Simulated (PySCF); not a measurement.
Method: PBE0-D4/def2-TZVP (PySCF). Isolated molecules, 0 K electronic values unless said otherwise. 

Reference species (SMILES): `[OH]` (neutral, multiplicity 2).

| Property | Result |
|---|---|
| highest occupied spin orbital | -9.09 eV |

Changed species: `[SiH3]` (radical fragment; the reference has radical fragment).

Problem. Predict the effect on the highest occupied spin orbital.

Solution. the highest occupied spin orbital rises by 2.69 eV, to -6.40 eV.
